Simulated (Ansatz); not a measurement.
Basis-set extrapolation for CH$_{2}$NOP, SMILES `O=C=NP` (PBE0-D4/def2-TZVP geometry, frozen core, Ansatz). Multiplicity 1, RHF reference.

```
                      def2-TZVPP   def2-QZVPP
                 HF  -509.173885  -509.191228
    MP2 correlation    -0.717781    -0.771298
CCSD(T) correlation    -0.768072      not run
```

Energies in hartree. Use E(X) = E(∞) + A·exp(−7.88·√X) for Hartree–Fock and E(X) = E(∞) + B·X^(−2.97) for correlation, with X = 3 and 4, and add CCSD(T) minus MP2 of the smaller set to the MP2 limit.

What is the CCSD(T) energy at the basis-set limit?

HF limit: -509.191228 + (-0.017343) × 0.13774 = -509.19362. MP2 limit: -0.771298 + (-0.053517) × 0.74074 = -0.81094. Higher-order term: -0.768072 − (-0.717781) = -0.05029. Total: -510.05485 hartree, 296.4 kJ/mol below CCSD(T)/def2-TZVPP.
